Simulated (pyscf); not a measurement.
## Routes from `[F][SiH]([F])[F]` + `[OH2]`

Candidate steps break at most two bonds and form at most two. Each was searched with GFN2-xTB (tblite) first. Structures and frequencies: ωB97X-D3(BJ)/def2-SVP in PySCF. Energies: ωB97M-D3(BJ)/def2-TZVP, eV, from the separated reactants, singlet surface; ΔG‡ with ideal gas, 1 atm, RRHO with modes under 100 cm⁻¹ raised to 100, one conformer, R ln 2 for chiral ones without a mode under 150 cm⁻¹.

| products | type | ΔE‡ | ΔE | ΔG‡ 298 K | ΔG‡ 900 K | ν‡ (cm⁻¹) |
|---|---|---|---|---|---|---|
| HO–SiH(F)–F + HF | four-centre exchange | 0.96 | +0.36 | 1.38 | 2.32 | 824i |
| HO–Si(F)(F)–F + H₂ | four-centre exchange | 1.34 | -0.98 | 1.70 | 2.59 | 1391i |

Row 1: On the product side the descent ends in a complex, 0.22 eV under the separated species and 0.84 eV under the saddle at ωB97X-D3(BJ)/def2-TZVP. Row 2: On the reactant side the descent ends in a complex, 0.22 eV under the separated species and 1.58 eV under the saddle at ωB97X-D3(BJ)/def2-TZVP. 

Plain bond fissions and candidates not yet searched are not listed, and one of them may be faster. Each barrier is that of the saddle found; lower ones may exist.
